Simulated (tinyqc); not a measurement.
Starting guesses with plain Roothaan steps: SCF starting guesses in the sto-6g basis, for H2F+, spin multiplicity 1. Computed by the program tinyqc with PySCF. RHF with one setting changed at a time; a run stops when the energy changes by less than 1e-09 hartree and the error matrix is below 1e-5. Starts: the lowest orbitals of the core Hamiltonian, of the Wolfsberg-Helmholz matrix (K = 1.75), projected atomic densities, random orbitals, and the highest orbitals of the core Hamiltonian (a deliberately bad start).

Geometry (angstrom):
```
atom       x        y       z
F     0.0000   0.0000  0.0000
H     0.0000   1.0080  0.7380
H     0.0000  -1.0590  0.7750
```

lowest restricted solution found by these runs and by PySCF = -99.669898 hartree

Largest element of the error matrix X^T (FDS - SDF) X:
```
iteration     core  Wolfsberg-Helmholz  atomic densities   random  highest core orbitals
1          3.7e-01             4.5e-01           6.5e-01  2.0e+01                3.4e-01
2          1.8e-01             1.2e-01           3.2e-01  4.0e-01                3.9e-01
3          6.7e-02             1.6e-02           1.0e-01  1.5e-01                1.8e-01
4          2.1e-02             6.7e-03           3.5e-02  4.7e-02                6.4e-02
5          8.9e-03             2.0e-03           9.3e-03  1.6e-02                2.0e-02
6          3.4e-03             8.9e-04           3.7e-03  8.6e-03                8.2e-03
8          7.3e-04             2.0e-04           5.0e-04  2.7e-03                1.3e-03
10         2.0e-04             5.4e-05           9.3e-05  8.4e-04                3.0e-04
14         1.7e-05             5.3e-06           7.0e-06  8.1e-05                2.7e-05
```

How each run ends:
```
run                    iterations  E (hartree)         state
core                           16   -99.669898  lowest found
Wolfsberg-Helmholz             14   -99.669898  lowest found
atomic densities               14   -99.669898  lowest found
random                         18   -99.669898  lowest found
highest core orbitals          16   -99.669898  lowest found
```

What does the comparison show, and why?

5 of 5 runs reach the lowest restricted solution found, in 14 to 18 iterations (fastest: Wolfsberg-Helmholz, atomic densities). The first errors are 4e-01, 5e-01, 7e-01, 2e+01, 3e-01; the deliberately bad start has the smallest one, so a small first error does not mark a good start.
